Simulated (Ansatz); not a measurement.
hcp Os was calculated with PBE-D4 in Ansatz (PAW).

Run with plane-wave cutoff 520 eV, 24×24×14 k mesh (along the axes of the cell as run), Fermi–Dirac smearing 0.05 eV, no spin polarisation, scalar-relativistic PAW data made under PBE.

Energies at three volumes about the minimum:

```tsv
V (Å³/atom)	E − E_lowest (meV/atom)
13.744	7.64
14.024	0.00
14.305	7.07
```

Q: Fit a parabola by hand: where is the minimum, and what is the bulk modulus?

A: Slopes: (0.00 − 7.64)/(14.024 − 13.744) = -27.286 and (7.07 − 0.00)/(14.305 − 14.024) = 25.160 meV/Å³. Curvature E″ = 2 × (25.160 − (-27.286))/(14.305 − 13.744) = 186.973 meV/Å⁶. From the middle of the first interval, the slope vanishes at V0 = 13.8840 − (-27.286)/186.973 = 14.030 Å³/atom. B = V0 E″ = 14.030 × 186.973 meV/Å³ × 0.1602 GPa per meV/Å³ = 420 GPa. The full Birch–Murnaghan fit to all volumes gives V0 = 14.024 Å³/atom and B0 = 419 GPa.

Shape and atoms are relaxed at each volume.

Measured, for comparison: bulk modulus 425 GPa (zero-point energy and finite temperature contributions removed; as tabulated in doi:10.1021/acs.jctc.3c00612). Computed (rounded) less measured: bulk modulus -1 %.

Note: the bulk modulus comes from volumes at which shape and atoms were relaxed.

Ansatz is a program for electronic structure.
